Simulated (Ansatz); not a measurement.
Start from `CC(Cl)C=N` and change one atom or group to get `CCCl`.

Ansatz, PBE0-D4/def2-TZVP geometries, multiplicity 1. Each molecule was computed in one conformer, which needn't be the lowest.

| property | `CC(Cl)C=N` |
| --- | --- |
| LUMO energy (PBE/def2-TZVPP) / eV | -1.83 |
| HOMO energy (ωB97M-V/def2-TZVPP) / eV | -10.37 |
| size of the dipole moment (ωB97M-V/def2-TZVPP) / D | 1.66 |
| LUMO energy (ωB97M-V/def2-TZVPP) / eV | 1.55 |
| size of the dipole moment (B3LYP/def2-TZVPP) / D | 1.63 |
| HOMO energy (PBE/def2-TZVPP) / eV | -6.44 |

Problem. Give the same properties after the change, and the shifts. (Best estimate.)

Solution. Computed: 
```csv
property,`CCCl`,shift
LUMO energy (PBE/def2-TZVPP) / eV,-0.15,1.68
HOMO energy (ωB97M-V/def2-TZVPP) / eV,-10.62,-0.25
size of the dipole moment (ωB97M-V/def2-TZVPP) / D,2.04,0.38
LUMO energy (ωB97M-V/def2-TZVPP) / eV,2.60,1.05
size of the dipole moment (B3LYP/def2-TZVPP) / D,2.04,0.41
HOMO energy (PBE/def2-TZVPP) / eV,-6.88,-0.44
```

With PBE0 the HOMO falls by 0.32 eV and the LUMO rises by 1.61 eV, so the gap widens by about 1.93 eV. PBE moves the HOMO by -0.44 eV and ωB97M-V by -0.25 eV. Dipoles are sizes alone; their direction can turn.

B3LYP here is the variant with VWN-RPA as its local correlation; programs differ in this.
